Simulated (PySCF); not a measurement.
Ionisation energies (eV) were calculated with PySCF 2.14 by MP2 (valence), UHF, PBE0, in another order, as differences of total energies without spin-orbit coupling. The measured values are between term centres (NIST).

```tsv
species	measured	A	B	C
Be (aug-cc-pV5Z, non-relativistic)	9.323	8.043	8.858	8.971
B (aug-cc-pV5Z, non-relativistic)	8.297	8.043	8.305	8.648
C (aug-cc-pV5Z, non-relativistic)	11.262	10.800	11.298	11.514
O (aug-cc-pV5Z, non-relativistic)	13.608	12.024	13.483	13.847
Al⁺ (aug-cc-pV(5+d)Z, non-relativistic)	18.829	17.521	18.333	18.651
Si⁺ (aug-cc-pV(5+d)Z, non-relativistic)	16.322	15.847	16.153	16.438
In (aug-cc-pV5Z-PP with ECP28MDF, ECP)	5.603	5.220	5.436	5.625
Xe (aug-cc-pV5Z-PP with ECP28MDF, ECP)	12.565	11.445	12.458	12.382
```

Task: Which column is which method?

Result: A is UHF (mean error -0.86 eV); B is MP2 (valence) (mean error -0.19 eV); C is PBE0 (mean error 0.03 eV). Hartree-Fock lacks the correlation of the electron removed and comes out lowest. Valence MP2 in a finite basis recovers only part of the missing correlation, so it stays below experiment on average. PBE0, with a quarter of exact exchange, lies close to experiment on average.
